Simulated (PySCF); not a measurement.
# CN2, triplet: molecular constants

Level of theory: PySCF, UB3LYP, basis C def2-TZVP, N def2-TZVP (no relativity, density fitting).

The structure is a minimum.

```json
{
 "Point group": "D∞h",
 "Bond lengths": "C–N 1.224 Å (×2)",
 "Bond angles": "N–C–N 180.0°",
 "Rotational constants": "0.4016 cm⁻¹",
 "Principal polarisabilities": "14.8, 14.8, 37.2 bohr³",
 "Principal quadrupole moments (Buckingham, traceless) about the centre of mass": "-4.99, 2.49, 2.49 D Å",
 "Enthalpy at 298.15 K above 0 K": "10.10 kJ/mol",
 "Dipole moment": "0.00 D",
 "Atomisation energy without zero-point energy": "1266 kJ/mol",
 "Entropy at 298.15 K and 1 bar (electronic part: spin only)": "225.3 J/(mol K)",
 "Spin squared ⟨S²⟩": "2.061",
 "Highest occupied level (α)": "-9.57 eV",
 "Heat capacity Cp at 298.15 K": "41.4 J/(mol K)",
 "Zero-point energy": "22.4 kJ/mol",
 "Rotational symmetry number": "2",
 "Lowest empty level (β)": "-5.21 eV"
}
```

Harmonic modes (masses in u: C 12.000, N 14.003):
| symmetry | ω (cm⁻¹) | IR (km/mol, summed over degenerate members) | μ (u) |
| --- | --- | --- | --- |
| πu | 452 | 40.0 | 12.54 |
| σg+ | 1276 | 0.0 | 14.00 |
| σu+ | 1562 | 204 | 12.54 |

In D∞h the vibrations span πu + σg+ + σu+. The σg+ mode carries no infrared intensity, as symmetry demands. With a centre of inversion only u modes can be infrared active and only g modes Raman active.

Charges (e):
```
atom  Mulliken  Löwdin  polar tensor  spin (Mulliken)  Mayer order to C1
  C1      0.10   -0.36         -0.17            -0.39                  –
N2,3     -0.05    0.18          0.08             1.20               2.02
```

Mulliken populations on C1: s 3.02, p 2.78, d 0.08, f 0.02.

This need not be the most stable arrangement of these atoms.

The final relaxation and frequency run took 14 s on 4 threads of a shared Intel Xeon Platinum 8259CL @ 2.50GHz (Skylake/Cascade Lake) host, with 93 basis functions and 6 gradients; the process peaked at 0.87 GiB.
